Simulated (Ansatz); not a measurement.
## What a trial cell of HfPt2 relaxes into

Theory: Ansatz, DFT PBE, scalar-relativistic, plane waves, PAW. Cutoff 420 eV, Γ-centred k mesh, Gaussian smearing, no spin polarisation in the final step.

HfPt2 was placed on the fluorite structure type (Fm-3m, No. 225), with Hf in place of Ca, Pt in place of F, at a guessed volume.

```yaml
crystal:
  lattice:
    - [0.00000, 2.90300, 2.90300]
    - [2.90300, 0.00000, 2.90300]
    - [2.90300, 2.90300, 0.00000]
  atoms:
    - { symbol: Hf, position: [0.00000, 0.00000, 0.00000] }
    - { symbol: Pt, position: [0.25000, 0.25000, 0.25000] }
    - { symbol: Pt, position: [0.75000, 0.75000, 0.75000] }
```

Cell and atoms relax at zero pressure; the relaxation can't lower the symmetry of the start. After a coarse first stage the cell is made exact in the group found at 0.06 Å.

Formation energies are uncorrected and refer to the elements' standard structures at the same level.

(1) Which crystal results?

(2) What are its volume, energy, density and gap?

## Answers

(1) It keeps Fm-3m (No. 225). The result has the fluorite structure. Conventional cell: a = 6.258 Å. Hf is coordinated by 8 Pt at 2.71 Å; around Pt lie 4 Hf at 2.71 Å and 6 Pt at 3.13 Å.

```
Hf Pt
1.0
     0.00000    3.12884    3.12884
     3.12884    0.00000    3.12884
     3.12884    3.12884    0.00000
Hf Pt
1 2
Cartesian
  0.0000 0.0000 0.0000
  1.5644 1.5644 1.5644
  4.6933 4.6933 4.6933
```

(2) The volume per atom is 20.42 Å³. The density is 15.41 g/cm³. The energy over the elements is -0.72 eV/atom and the gap on the 12×12×12 mesh is 0 eV (a metal).

The final run used a 12×12×12 mesh on its 3-atom cell and 0.10 eV smearing. The k mesh leaves about 4 meV/atom of noise in metals. Spin–orbit coupling is left out. A structure relaxed within its symmetry needn't be a true minimum. The steps took roughly 25 core-seconds in all.

Cost: 3 runs of about 0.42 core-minutes in all, on Intel Xeon 6975P-C (Granite Rapids) (shared hosts).